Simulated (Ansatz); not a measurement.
# C2H4 (SMILES C=C): single points off equilibrium

One table from this session's results is given with a row withheld; the runs are named, their logs left out.

The runs use Ansatz 0.2.0, Gaussian basis; single points in def2-TZVPP.

Correlated methods freeze the cores.

## The starting structure

SMILES `C=C`, 6 atoms, charge 0, spin multiplicity 1.

Atoms are counted from 1 here; the program's logs count them from 0.

Bond lengths: C1–C2 1.402 Å, C1–H3 1.068 Å, C1–H4 1.303 Å, C2–H5 0.953 Å, C2–H6 1.225 Å. Angles: C2–C1–H3 121.1°, C2–C1–H4 114.8°, H3–C1–H4 124.1°, C1–C2–H5 124.3°, C1–C2–H6 118.8°, H5–C2–H6 115.0°.

Geometry (Å):

| atom | x (Å) | y (Å) | z (Å) |
| --- | --- | --- | --- |
| C1 | -0.08010 | -0.70340 | -0.15320 |
| C2 | 0.10990 | 0.66710 | 0.07390 |
| H3 | 0.01300 | -1.41160 | 0.64040 |
| H4 | -0.31780 | -1.02330 | -1.39350 |
| H5 | -0.10690 | 1.35120 | -0.55330 |
| H6 | 0.29130 | 1.05590 | 1.22170 |

The first run:

File run/in.yaml:

```yaml
crystal:
  periodic: [false, false, false]
  atoms:
    - {symbol: C, position_ang: [-0.080100, -0.703400, -0.153200]}
    - {symbol: C, position_ang: [0.109900, 0.667100, 0.073900]}
    - {symbol: H, position_ang: [0.013000, -1.411600, 0.640400]}
    - {symbol: H, position_ang: [-0.317800, -1.023300, -1.393500]}
    - {symbol: H, position_ang: [-0.106900, 1.351200, -0.553300]}
    - {symbol: H, position_ang: [0.291300, 1.055900, 1.221700]}
basis:
  gaussian: {orbitals: def2-TZVPP}
correlation: {method: ccsd_t}
output: {forces: true}
```

The command line of these runs was not kept.

Among the steps run: CCSD(T)/def2-TZVPP; PBE0-D4/def2-TZVPP; wB97M-V/def2-TZVPP; r2SCAN-D4/def2-TZVPP; PBE-D4/def2-TZVPP; BHLYP-D4/def2-TZVPP; SPW92/def2-TZVPP.

One table of the session follows, with a row left open; its other results are not shown here.

```
   method  RMS force component (eV/Å)  angle to CCSD(T) forces (°)
  CCSD(T)                       3.303                    reference
  PBE0-D4                       3.459                          4.4
  wB97M-V                       3.429                          4.7
r2SCAN-D4                       3.389                          3.8
   PBE-D4                       3.355                          3.4
 BHLYP-D4                           ?                            ?
    SPW92                       3.469                          5.8
```

Estimate the missing values for BHLYP-D4.

**Answer.** RMS force component (eV/Å): 3.489; angle to CCSD(T) forces (°): 6.3. In the column «RMS force component (eV/Å)» it is the highest.
